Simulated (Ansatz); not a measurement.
Compare A (`OC1=NC(F)O1`) with its isomer B (`OC1(O)N=C1F`).

Calculated with Ansatz (gas phase, PBE0-D4/def2-TZVP geometries, no zero-point term in ΔE). CCSD(T)/CBS is the MP2 limit (def2-TZVPP, def2-QZVPP) plus CCSD(T) − MP2 in def2-TZVPP, frozen cores. DFT in def2-TZVPP. B3LYP here is the variant with VWN-RPA as its local correlation; programs differ in this. Each species was taken in one conformer, which may not be the lowest.

Task: Which isomer does CCSD(T)/CBS put lower? Give the gap. (Estimate.)

Result: The calculation gave: A, by 24.1 kcal/mol.

Task: Give E(B) − E(A) in kcal/mol with LDA (SPW92), B3LYP, CCSD/def2-TZVPP, r2SCAN-D4, BLYP-D4, CCSD(T)/def2-SVP, ωB97M-V. (An estimate is asked.)

Result: Ansatz gave: LDA (SPW92) 25.2, B3LYP 24.1, CCSD/def2-TZVPP 25.6, r2SCAN-D4 25.3, BLYP-D4 22.2, CCSD(T)/def2-SVP 24.4, ωB97M-V 25.3. None reverses the order clearly.

Task: Does the order hold for the free energy at 298.15 K (harmonic terms from PBE0-D4)? (An estimate is asked.)

Result: Computed: Yes: G(B) − G(A) = +22.1 kcal/mol, for one conformer each.

Largest T1 diagnostic: 0.014.

Leaving LDA and LC-ωPBE aside and taking each functional with its dispersion term where it has one, the values, not all of them listed here, spread over 4.5 kcal/mol, from BLYP-D4 to BHLYP-D4. LDA lies +1.6 kcal/mol from PBE without D4. From PBE to PBE0 (25 % exact exchange), in def2-TZVPP and without D4, E(B) − E(A) moves by +2.1 kcal/mol.
